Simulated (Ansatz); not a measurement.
Ansatz (a quantum-chemistry and plane-wave program) input (B3LYP-D3(BJ)/def2-TZVP):

Ansatz 0.2 input:
```yaml
crystal:
  periodic: [false, false, false]
  atoms:
    - {symbol: N, position_ang: [0.01427320, 0.19039418, 1.73383672]}
    - {symbol: C, position_ang: [-0.00801887, 0.20635797, -1.03766568]}
    - {symbol: C, position_ang: [0.01994502, 1.42301993, 1.12694839]}
    - {symbol: C, position_ang: [-0.00042549, -0.92662089, 1.03484749]}
    - {symbol: C, position_ang: [-0.01259407, -1.00174408, -0.34866158]}
    - {symbol: C, position_ang: [0.00845747, 1.37312279, -0.30440884]}
    - {symbol: H, position_ang: [-0.01733672, 0.20883535, -2.13447059]}
    - {symbol: H, position_ang: [-0.00332438, -1.86070974, 1.61908502]}
    - {symbol: H, position_ang: [-0.02539301, -1.96000783, -0.86897602]}
    - {symbol: H, position_ang: [0.01276937, 2.32556991, -0.84885666]}
basis:
  gaussian:
    orbitals: def2-TZVP
hamiltonian:
  xc: b3lyp
  dispersion: d3bj
total_charge: -1
relax: {f_tol: 0.002, max_steps: 150}
```

End of the output:

```
reference -6740.82974447 eV, -247.7209240107 hartree; 21, 21 occupied and 189, 189 virtual orbitals, 1231 factors
relax step   4: F+E_penalty+E_count = -6741.26454968 eV  Δ(F+E_penalty+E_count) = -7.763e-5 eV  max|allowed force component| = 2.135e-2 eV/Å  Δτ_max = 0.0011 Å  (36 SCF iters, accepted)
these checks for a lower state are left out or cut short: starts, cluster_reference, orbital_swaps, neighbouring_geometries, increment
integrals: 0.12 GiB planned
1231 factors; their error is unknown
mean field: 1.19 GiB planned
mean field -6740.82949737 eV, -247.7209149301 hartree, gradient 2.0e-5 eV, S^2 0.000000; 0 other end points of the search recorded, 0 dependent functions left out
the calculation of the forces begins
reference -6740.82975552 eV, -247.7209244167 hartree; 21, 21 occupied and 189, 189 virtual orbitals, 1231 factors
relax step   5: F+E_penalty+E_count = -6741.26456852 eV  Δ(F+E_penalty+E_count) = -1.883e-5 eV  max|allowed force component| = 5.182e-3 eV/Å  Δτ_max = 0.0013 Å  (36 SCF iters, accepted)
these checks for a lower state are left out or cut short: starts, cluster_reference, orbital_swaps, neighbouring_geometries, increment
integrals: 0.12 GiB planned
1231 factors; their error is unknown
mean field: 1.19 GiB planned
mean field -6740.82949138 eV, -247.7209147099 hartree, gradient 2.0e-5 eV, S^2 0.000000; 0 other end points of the search recorded, 0 dependent functions left out
the calculation of the forces begins
reference -6740.82974951 eV, -247.7209241960 hartree; 21, 21 occupied and 189, 189 virtual orbitals, 1231 factors
relax step   6: F+E_penalty+E_count = -6741.26456709 eV  Δ(F+E_penalty+E_count) = +1.423e-6 eV  max|allowed force component| = 9.888e-3 eV/Å  Δτ_max = 0.0005 Å  (35 SCF iters, rejected (line search))
these checks for a lower state are left out or cut short: starts, cluster_reference, orbital_swaps, neighbouring_geometries, increment
integrals: 0.12 GiB planned
1231 factors; their error is unknown
mean field: 1.19 GiB planned
mean field evaluation 64: about -6740.8295 eV, gradient 2.0e-5 eV
mean field -6740.82949604 eV, -247.7209148811 hartree, gradient 2.0e-5 eV, S^2 0.000000; 0 other end points of the search recorded, 0 dependent functions left out
the calculation of the forces begins
reference -6740.82975418 eV, -247.7209243675 hartree; 21, 21 occupied and 189, 189 virtual orbitals, 1231 factors
relax step   7: F+E_penalty+E_count = -6741.26456973 eV  Δ(F+E_penalty+E_count) = -1.215e-6 eV  max|allowed force component| = 6.380e-4 eV/Å  Δτ_max = 0.0002 Å  (35 SCF iters, accepted)
integrals: 0.12 GiB planned
1231 factors; their error is unknown
mean field: 1.19 GiB planned
mean field -6740.82949604 eV, -247.7209148811 hartree, gradient 2.0e-5 eV, S^2 0.000000; 1 other end points of the search recorded, 0 dependent functions left out
the calculation of the forces begins
reference -6740.82975418 eV, -247.7209243675 hartree; 21, 21 occupied and 189, 189 virtual orbitals, 1231 factors
Total energy: -6741.26482787 eV, -247.7369130308 hartree
Atom 0 at     0.014952     0.195180     1.745875 Å, force     0.000103    -0.000638    -0.000049 eV/Å
Atom 1 at    -0.007936     0.203264    -1.041271 Å, force    -0.000219    -0.000209    -0.000158 eV/Å
Atom 2 at     0.020565     1.436691     1.123133 Å, force    -0.000072     0.000361     0.000271 eV/Å
Atom 3 at    -0.000664    -0.935260     1.036022 Å, force    -0.000278     0.000314     0.000613 eV/Å
Atom 4 at    -0.012752    -1.007665    -0.352819 Å, force     0.000128     0.000158    -0.000199 eV/Å
Atom 5 at     0.008294     1.378858    -0.303981 Å, force     0.000288    -0.000058    -0.000419 eV/Å
Atom 6 at    -0.016833     0.215920    -2.132096 Å, force     0.000045     0.000089     0.000071 eV/Å
Atom 7 at    -0.004005    -1.866330     1.611647 Å, force     0.000081    -0.000030    -0.000121 eV/Å
Atom 8 at    -0.025263    -1.965433    -0.864283 Å, force     0.000020    -0.000140     0.000016 eV/Å
Atom 9 at     0.011995     2.322992    -0.850548 Å, force    -0.000095     0.000153    -0.000024 eV/Å
Dipole moment:    -0.015239    -0.864973    -0.940997 e Å
```

It need not be the lowest isomer of its formula. Whether it binds its extra electron was not tested at this geometry.
